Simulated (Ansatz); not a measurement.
Potential energy curve for disilane, H₆Si₂, SMILES [SiH3][SiH3]. The Si1–H8 bond (Si1 also carries H, H, Si; H8 carries nothing else) is stretched with both fragments frozen at the PBE0/def2-TZVP optimised geometry.

Computed with CCSD(T) on UHF/cc-pVDZ, frozen core (Ansatz, a quantum-chemistry and plane-wave program).

**Question.** Relative to R = 1.49 Å, what are the energies at R = 1.30, 1.59, 1.67, 2.46 Å?

**Answer.** 0.449 eV at 1.30 Å, 0.071 eV at 1.59 Å, 0.215 eV at 1.67 Å, 2.522 eV at 2.46 Å.

The unrestricted determinant behind UCCSD(T) is spin-contaminated at 2.18 to 4.30 Å (<S²> up to 1.0, against 0.00 for a pure singlet).
